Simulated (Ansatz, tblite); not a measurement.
Forces on the cluster Al3 at its PBE0-D4/def2-TZVP geometry. Total charge 0; doublet.

The xTB rows come from tblite. The structure comes from a short search, and lower isomers may exist.

GFN1-xTB (tblite), largest force 0.30 eV/Å:

```xyz
3
positions Å, forces eV/Å
Al   -0.680   -0.585    1.140    0.140    0.120   -0.234
Al   -0.274   -0.489   -1.337    0.056    0.100    0.275
Al    0.954    1.074    0.198   -0.196   -0.221   -0.041
```

GFN2-xTB (tblite), largest force 1.30 eV/Å:

```
Al -0.610 -0.525 1.022
Al -0.246 -0.439 -1.200
Al 0.856 0.963 0.177
```

PBE-D4/def2-TZVP (Ansatz), largest force 0.07 eV/Å:

```
Al -0.034 -0.029 0.057
Al -0.014 -0.024 -0.067
Al 0.048 0.054 0.010
```
